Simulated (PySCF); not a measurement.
**Highest orbital energy against ionisation energy along group 15**

Calculated with PySCF 2.14, no spin-orbit coupling. Each cell gives −ε(HOMO) / ΔSCF in eV; NIST values include spin-orbit coupling, (s) semi-empirical, (t) theoretical.

| species | UHF | LDA | PBE | PBE0 | r2SCAN | NIST (lowest levels) |
| --- | --- | --- | --- | --- | --- | --- |
| N (aug-cc-pVDZ, non-relativistic) | 15.525 / 13.930 | 8.381 / 15.019 | 8.295 / 14.757 | 10.214 / 14.733 | 8.903 / 14.849 | 14.534 |
| P (aug-cc-pV(D+d)Z, non-relativistic) | 10.675 / 9.936 | 6.300 / 10.595 | 6.301 / 10.505 | 7.544 / 10.548 | 6.719 / 10.652 | 10.487 |
| As (aug-cc-pVDZ-PP with ECP10MDF, ECP) | 10.047 / 9.431 | 5.931 / 9.988 | 5.897 / 9.852 | 7.080 / 9.922 | 6.300 / 10.078 | 9.789 |
| Sb (aug-cc-pVDZ-PP with ECP28MDF, ECP) | 9.100 / 8.598 | 5.518 / 9.132 | 5.460 / 8.974 | 6.520 / 9.051 | 5.831 / 9.180 | 8.608 |
| Bi (aug-cc-pVDZ-PP with ECP60MDF, ECP) | 8.685 / 8.232 | 5.292 / 8.778 | 5.198 / 8.586 | 6.210 / 8.658 | 5.567 / 8.782 | 7.286 |

How far is −ε(HOMO) from ΔSCF on average for each method, and why?

UHF 0.78 eV; LDA -4.42 eV; PBE -4.30 eV; PBE0 -3.07 eV; r2SCAN -4.04 eV. Hartree-Fock orbital energies lack relaxation and so exceed the ΔSCF value; semilocal functionals have convex E(N) from self-interaction, so their HOMO lies far too high; exact exchange moves hybrids part of the way back.
